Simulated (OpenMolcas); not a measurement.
**N2 (nitrogen): levels of theory compared**

We compute a comparison of 6 runs (UHF/STO-3G, B2PLYP/STO-3G, B3LYP/STO-3G, M06-2X/STO-3G, SVWN5/STO-3G, CISD/STO-3G) of N2 (nitrogen). 

The calculation is run with OpenMolcas 26.06.

1 further run of the same task is left out (for a known fault of the program).

### Step 1. The molecule

N2 has 2 atoms, charge 0, and is taken as a singlet. As SMILES, `N#N`. The shape is that of a PBE0-D4/def2-TZVP optimisation.

Bond lengths: N1–N2 1.090 Å.

### Step 2. A single-point energy at UHF/STO-3G (run 1)

File step1.input:

```
&GATEWAY
 BasLib=$CurrDir
 BasisSet
 N.STO-3G....
 N1 0.465500 -0.150300 0.239800 angstrom
 N2 -0.465500 0.150300 -0.239800 angstrom
 End of Basis

&SEWARD

&SCF
 UHF
 Scramble=0.25
 PrOrbitals=1 1
```

The basis set STO-3G is read from a file made from the Basis Set Exchange's data (not shown).

Started as:

```sh
$ export MOLCAS_MEM=1860
$ pymolcas step1.input > step1.log
```

Log:

```text
--- Start Module: gateway ---
[...]
--- Stop Module: gateway /rc=_RC_ALL_IS_WELL_ ---
--- Start Module: seward ---
[...]
      Basis functions           10
--- Stop Module: seward /rc=_RC_ALL_IS_WELL_ ---
--- Start Module: scf ---
[...]
       Convergence after  16 Iterations
[...]
::    Total SCF energy                               -107.4933802807
[...]
      Total spin, S                                     0.0000024758
[...]
      Total electronic charge=   14.000000
      Total            charge=   -0.000000
[...]
      Dipole Moment (debye):
      Origin of the operator (angstrom)=    0.0000    0.0000    0.0000
                   X= -7.6832E-07               Y= -1.5618E-06               Z= -5.0634E-07           Total=  1.8127E-06
      Quadrupole Moment (debye*angstrom):
[...]
--- Stop Module: scf /rc=_RC_ALL_IS_WELL_ ---
[...]
```

Wall time 1.8 s (1 thread of Arm Neoverse V2, shared host); peak memory 0.37 GiB.

### Step 3. The energy at B2PLYP/STO-3G (run 2)

File mol.input:

```
* N2 Kohn-Sham DFT
>>> EXPORT MOLCAS_PRINT=2

&GATEWAY
 BASLIB=$CurrDir
 BASISSET
 N.STO-3G....
 N1 0.465500 -0.150300 0.239800 angstrom
 N2 -0.465500 0.150300 -0.239800 angstrom
 End of Basis

&SEWARD
 GRIDINPUT
 Grid=UltraFine
 End of Grid

&SCF
 KSDFT=B2PLYP_SCF
 THRESHOLDS=1e-10 1e-07 1e-07 1e-05
 PRORBITALS=1 1

&MBPT2
 FROZEN=2
```

The basis set STO-3G is read from a file made from the Basis Set Exchange's data (not shown).

Started as:

```sh
$ export MOLCAS_MEM=1860
$ pymolcas mol.input > mol.log
```

Log:

```text
--- Start Module: gateway ---
[...]
--- Stop Module: gateway /rc=_RC_ALL_IS_WELL_ ---
[...]
      Basis functions           10
[...]
--- Start Module: scf ---
[...]
       Convergence after   6 Iterations
[...]
::    Total KS-DFT energy                            -107.8568845759
[...]
      Total spin, S                                     0.0000000000
[...]
      Total electronic charge=   14.000000
      Total            charge=   -0.000000
[...]
      Dipole Moment (debye):
      Origin of the operator (angstrom)=    0.0000    0.0000    0.0000
                   X= -2.4762E-12               Y=  6.2851E-13               Z= -2.3526E-12           Total=  3.4729E-12
      Quadrupole Moment (debye*angstrom):
[...]
--- Stop Module: scf /rc=_RC_ALL_IS_WELL_ ---
[...]
--- Start Module: mbpt2 ---
[...]
 ###    WARNING: MP2 implementation intended for RHF references only         ###
 ###############################################################################
MBPT2 WARNING: Reference function according to RunFile:KS-DFT
I'll assume you know what you're doing and continue
WARNING!
Default frozen orbitals as non valence orbitals is overwritten by user input.
Default values:   2
[...]
       Reference weight ( Cref**2 )         =        0.88694
::    Total MBPT2 energy                             -108.0541248822
[...]
      Total MBPT2 calculations                           0.04      0.03
--- Stop Module: mbpt2 /rc=_RC_ALL_IS_WELL_ ---
[...]
```

Run time: 2.3 s. Hardware: 1 thread of Arm Neoverse V2, shared host; peak memory 0.37 GiB.

Runs 3 to 5 aren't shown in full; the table further down has their settings and results.

### Step 4. The energy at CISD/STO-3G (run 6)

File mol.inp:

```
&GATEWAY
 BASLIB=$CurrDir
 BASISSET
 N.STO-3G....
 N1 0.465500 -0.150300 0.239800 angstrom
 N2 -0.465500 0.150300 -0.239800 angstrom
 End of Basis

&SEWARD

&SCF
 THRESHOLDS=1e-10 1e-07 1e-07 1e-05
 PRORBITALS=1 1

&MOTRA
 FROZEN=2

&GUGA
 ELECTRONS=10
 SPIN=1
 INACTIVE=5
 ACTIVE=0
 CIALL=1

&CPF
 SDCI
```

The basis set STO-3G is read from a file made from the Basis Set Exchange's data (not shown).

Started as:

```sh
$ export MOLCAS_MEM=1860
$ pymolcas mol.inp > mol.log
```

Log:

```text
--- Start Module: gateway ---
[...]
--- Stop Module: gateway /rc=_RC_ALL_IS_WELL_ ---
[...]
      Basis functions           10
[...]
       Convergence after   7 Iterations
[...]
::    Total SCF energy                               -107.4933803266
[...]
      Total spin, S                                     0.0000000000
[...]
      *** WARNING: Default frozen orbitals is overwritten by user input.
      *** Default values:   2
[...]
--- Start Module: guga ---
[...]
--- Stop Module: guga /rc=_RC_ALL_IS_WELL_ ---
--- Start Module: cpf ---
[...]
      Active orbitals                            0       0
[...]
      Spin quantum number                      0.0
[...]
     FINAL CI ENERGY          -107.63572294
     FINAL CORRELATION ENERGY   -0.14234262  REFERENCE ENERGY    -107.49338033
[...]
     REL. CI ENERGY           -107.63572294
[...]
      Total electronic charge=   14.000000
      Total            charge=   -0.000000
[...]
      Dipole Moment (debye):
      Origin of the operator (angstrom)=    0.0000    0.0000    0.0000
                   X=  7.3348E-15               Y=  2.7813E-15               Z= -1.7385E-15           Total=  8.0348E-15
      Quadrupole Moment (debye*angstrom):
[...]
--- Stop Module: cpf /rc=_RC_ALL_IS_WELL_ ---
[...]
```

Wall time 1.7 s (1 thread of Arm Neoverse V2, shared host); peak memory 0.37 GiB.

### Step 5. Overview of the runs

| run | level | scramble | frozen core orbitals | energy (Eh) | dipole moment (D) of the reference | HOMO energy (eV) | LUMO energy (eV) | wall time |
| --- | --- | --- | --- | --- | --- | --- | --- | --- |
| 1 | UHF/STO-3G | 0.25 | – | -107.493380 | 0.00 | -14.74 | 7.75 | 1.8 s |
| 2 | B2PLYP/STO-3G | – | 2 | -107.910139 | 0.00 | -11.68 | 4.03 | 2.3 s |
| 3 | B3LYP/STO-3G | – | – | -108.031844 | 0.00 | -9.48 | 1.50 | 1.9 s |
| 4 | M06-2X/STO-3G | – | – | -108.044822 | 0.00 | -11.51 | 3.45 | 2.1 s |
| 5 | SVWN5/STO-3G | – | – | -107.143043 | 0.00 | -7.68 | 0.24 | 2 s |
| 6 | CISD/STO-3G | – | 2 | -107.635723 | 0.00 | -14.74 | 7.75 | 1.7 s |

### Step 6. What came out

| quantity | value |
| --- | --- |
| run 6: total energy | -107.63572 Eh |
| run 6: dipole moment (mean-field density) | 0.00 D |
| run 6: HOMO energy (Hartree–Fock orbitals) | -14.74 eV |
| run 6: LUMO energy (Hartree–Fock orbitals) | 7.75 eV |
| run 6: HOMO–LUMO gap (Hartree–Fock orbitals) | 22.49 eV |
| run 6: correlation energy (2 core orbitals frozen) | -142.3 mEh |

In words: Over runs 1, 2, 3, 4, 5 the HOMO–LUMO gap runs from 7.91 eV (SVWN5/STO-3G) to 22.49 eV (UHF/STO-3G). For B2PLYP the log adds the whole second-order term; the table takes 0.27 of it, as the functional is defined. Totals of different functionals can't be ranked against each other. In runs 1, 2, 3, 4, 5, 6 the basis is minimal, so the values are rough. All runs together took 12 s, the longest 2.3 s.
